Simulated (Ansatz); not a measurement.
# CH₄ClSi radical: a ladder of functionals and wavefunction methods

An exercise on one series of results from a longer session: the logs are not shown, and one member is left open.

Computed with Ansatz 0.2.0, Gaussian basis. Level: functionals in def2-TZVPP, the program's frozen cores in correlated methods.

Plan: LDA (SPW92), PBE-D4, revPBE-D4, BLYP-D4, r2SCAN-D4, B97M-V, PBE0-D4, B3LYP-D4, r2SCANh-D4, r2SCAN0-D4, HSE06-D4, BHLYP-D4, CAM-B3LYP-D4, LC-ωPBE, ωB97X-V, ωB97M-V, B2PLYP, PBE-QIDH; CCSD(T)/def2-SVP; CCSD(T)/def2-TZVPP; MP2/def2-QZVPP; extrapolation to the limit; RPA on PBE.

**The relaxed structure**

All runs share one geometry, relaxed beforehand with PBE0-D4 in a triple-zeta def2 set.

SMILES `C[SiH]Cl`, 7 atoms, charge 0, spin multiplicity 2.

Atoms are counted from 1 here; the program's logs count them from 0.

Bond lengths: C1–Si2 1.866 Å, C1–H4 1.093 Å, C1–H5 1.094 Å, C1–H6 1.091 Å, Si2–Cl3 2.064 Å, Si2–H7 1.491 Å. Angles: Si2–C1–H4 109.9°, Si2–C1–H5 110.0°, Si2–C1–H6 110.9°, H4–C1–H5 108.7°, H4–C1–H6 108.7°, H5–C1–H6 108.6°, C1–Si2–Cl3 109.5°, C1–Si2–H7 111.8°, Cl3–Si2–H7 107.0°.

The first run:

in.yaml reads:

```yaml
crystal:
  periodic: [false, false, false]
  atoms:
    - {symbol: C, position_ang: [-0.636827, 0.463291, -0.329036]}
    - {symbol: Si, position_ang: [1.003834, -0.393299, -0.087580]}
    - {symbol: Cl, position_ang: [0.685172, -2.302944, 0.627611]}
    - {symbol: H, position_ang: [-0.475273, 1.484489, -0.682755]}
    - {symbol: H, position_ang: [-1.182032, 0.503009, 0.618430]}
    - {symbol: H, position_ang: [-1.249234, -0.066613, -1.060325]}
    - {symbol: H, position_ang: [1.854351, 0.312068, 0.913655]}
basis:
  gaussian: {orbitals: def2-TZVPP}
magnetization: {spin_polarized: true, initial_magnetization: 1}
hamiltonian: {xc: lda}
output: {orbitals: {seedname: orbitals}}
```

Among the steps run: LDA; PBE-D4 (GGA); revPBE-D4 (GGA); BLYP-D4 (GGA); r2SCAN-D4 (meta-GGA); B97M-V (meta-GGA); PBE0-D4 (hybrid); B3LYP-D4 (hybrid); r2SCANh-D4 (hybrid); r2SCAN0-D4 (hybrid); HSE06-D4 (hybrid); BHLYP-D4 (hybrid); CAM-B3LYP-D4 (range-separated); LC-ωPBE-D4 (range-separated; the results give it without D4); ωB97X-V (range-separated); ωB97M-V (range-separated); B2PLYP (double hybrid); PBE-QIDH (double hybrid).

One of the session's tables, all rows but one given; the rest of the session is left out.

It belongs to the step «Orbital energies across the functionals». 

| functional | HOMO (eV) | LUMO (eV) | gap (eV) |
| --- | --- | --- | --- |
| LDA (SPW92) | -4.91 | -3.70 | 1.21 |
| PBE-D4 | -4.96 | -3.27 | 1.69 |
| revPBE-D4 | -4.95 | -3.12 | 1.83 |
| BLYP-D4 | -4.76 | -3.32 | 1.44 |
| r2SCAN-D4 | -5.31 | -2.79 | 2.52 |
| B97M-V | -5.01 | -3.46 | 1.55 |
| PBE0-D4 | -6.12 | -2.36 | 3.76 |
| B3LYP-D4 | -5.84 | -2.77 | 3.06 |
| r2SCANh-D4 | -5.74 | -2.50 | 3.23 |
| r2SCAN0-D4 | -6.37 | -2.07 | 4.30 |
| HSE06-D4 | -5.72 | -2.74 | 2.98 |
| BHLYP-D4 | ? | ? | ? |
| CAM-B3LYP-D4 | -7.34 | -1.50 | 5.84 |
| LC-ωPBE | -8.78 | -0.06 | 8.73 |
| ωB97X-V | -8.26 | -0.64 | 7.63 |
| ωB97M-V | -7.87 | -0.77 | 7.10 |

Estimate the missing values for BHLYP-D4.

Worked estimate for «HOMO (eV)». Against the share of exact exchange, BLYP-D4 (0, -4.76), B3LYP-D4 (0.2, -5.84) give a slope of -5.40 per unit share; at 0.5 the line stands at -7.46.

**Answer.** HOMO (eV): -7.09; LUMO (eV): -1.59; gap (eV): 5.50. In «HOMO (eV)» the line misses by -0.37.
